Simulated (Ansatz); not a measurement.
The inner images of a band of CH$_{6}$BN (9 atoms, charge 0, multiplicity 1) are given out of order.

Theory: Ansatz, RKS r2SCAN-D4/def2-SVP.

Initial state:

```xyz
9
Properties=species:S:1:pos:R:3
C -0.669 0.761 -0.592
B 0.459 -0.283 -0.255
N 0.596 -0.847 1.015
H -1.295 0.392 -1.423
H -0.223 1.702 -0.957
H -1.334 1.004 0.254
H 1.257 -0.636 -1.102
H 1.315 -1.520 1.252
H -0.016 -0.620 1.792
```

Final state:

```xyz
9
Properties=species:S:1:pos:R:3
C -0.669 0.761 -0.591
B 0.461 -0.281 -0.254
N 0.595 -0.848 1.015
H -1.297 0.388 -1.419
H -0.225 1.701 -0.964
H -1.331 1.008 0.255
H 1.261 -0.629 -1.100
H -0.020 -0.625 1.790
H 1.314 -1.521 1.251
```

Task: Put them in order from the first end to the last, with their energies above the first end.
A.
```xyz
9
Properties=species:S:1:pos:R:3
C -0.657 0.760 -0.592
B 0.488 -0.272 -0.267
N 0.550 -0.897 0.982
H -1.448 0.337 -1.235
H -0.240 1.615 -1.150
H -1.139 1.151 0.320
H 1.364 -0.528 -1.070
H 1.347 -1.423 1.315
H -0.177 -0.788 1.680
```
B.
```xyz
9
Properties=species:S:1:pos:R:3
C -0.561 0.831 -0.526
B 0.519 -0.280 -0.288
N 0.713 -0.851 0.996
H -1.272 0.293 -1.190
H -0.262 1.723 -1.093
H -1.130 1.115 0.374
H 1.130 -0.730 -1.240
H 0.418 -0.312 1.801
H 0.533 -1.835 1.149
```
C.
```xyz
9
Properties=species:S:1:pos:R:3
C -0.533 0.829 -0.496
B 0.498 -0.337 -0.311
N 0.776 -0.978 0.964
H -1.324 0.358 -1.121
H -0.180 1.678 -1.100
H -1.022 1.185 0.425
H 1.059 -0.763 -1.306
H 0.724 -0.318 1.737
H 0.090 -1.700 1.192
```
D.
```xyz
9
Properties=species:S:1:pos:R:3
C -0.550 0.802 -0.482
B 0.477 -0.374 -0.328
N 0.737 -1.111 0.920
H -1.391 0.402 -1.084
H -0.146 1.626 -1.096
H -0.969 1.205 0.454
H 1.079 -0.725 -1.329
H 1.013 -0.430 1.637
H -0.162 -1.441 1.290
```
E.
```xyz
9
Properties=species:S:1:pos:R:3
C -0.646 0.746 -0.573
B 0.469 -0.332 -0.304
N 0.538 -1.000 0.938
H -1.497 0.396 -1.177
H -0.186 1.573 -1.142
H -1.036 1.164 0.371
H 1.313 -0.569 -1.148
H 1.398 -1.047 1.466
H -0.267 -0.978 1.553
```
F.
```xyz
9
Properties=species:S:1:pos:R:3
C -0.606 0.812 -0.560
B 0.512 -0.250 -0.264
N 0.619 -0.828 1.007
H -1.262 0.288 -1.282
H -0.293 1.738 -1.065
H -1.229 1.059 0.316
H 1.223 -0.670 -1.156
H 0.133 -0.442 1.808
H 0.991 -1.752 1.179
```
G.
```xyz
9
Properties=species:S:1:pos:R:3
C -0.604 0.763 -0.528
B 0.473 -0.361 -0.318
N 0.614 -1.113 0.913
H -1.452 0.399 -1.131
H -0.162 1.588 -1.116
H -1.002 1.176 0.414
H 1.222 -0.627 -1.242
H 1.263 -0.674 1.568
H -0.263 -1.197 1.422
```

Result: A (+0.05 eV), E (+0.44 eV), G (+1.03 eV), D (+1.31 eV), C (+1.09 eV), B (+0.57 eV), F (+0.14 eV).

Run time: 4.7 min on 1 thread of Arm Neoverse V2, on a shared host, peak memory 0.13 GiB.
